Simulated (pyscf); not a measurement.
This saddle point was located with ωB97X-D3(BJ)/def2-SVP in PySCF.

```xyz
9

O     -1.3878    -0.2217    -1.0503
As    -0.8119     0.0304     0.9732
O     -1.3175     1.6894     0.6049
H     -1.9341    -1.0171    -1.1086
H      0.4091     0.6388     1.7250
H     -1.9235     1.5907    -0.1475
O      0.8078    -0.5880    -0.3098
H      0.0453    -0.5266    -1.0207
H      1.4380     0.1323    -0.4538
```
Charge 0, spin multiplicity 1.

Surface: singlet, charge 0. Lowest wavenumbers (cm⁻¹): 332i, 115, 285, 344, 390.

Question: Name the species on either side of this saddle.

Answer: HO–AsH–OH + H₂O ⇌ H₂O + HO–AsH–OH, a four-centre exchange read from left to right: As–O, H–O broken and H–O, As–O formed. At ωB97M-D3(BJ)/def2-TZVP it lies +108.3 kJ/mol from the left side and +108.3 kJ/mol from the right (each side as separated species at their lowest minima found). On the reactant side the descent ends in a complex, 23.8 kJ/mol under the separated species and 135.0 kJ/mol under the saddle at ωB97X-D3(BJ)/def2-TZVP. On the product side the descent ends in a bound adduct, 37.0 kJ/mol under the separated species and 148.2 kJ/mol under the saddle at ωB97X-D3(BJ)/def2-TZVP. This is the saddle that the search found; another between the same sides may lie lower. Elements up to Kr have no core potential and no relativistic terms here.
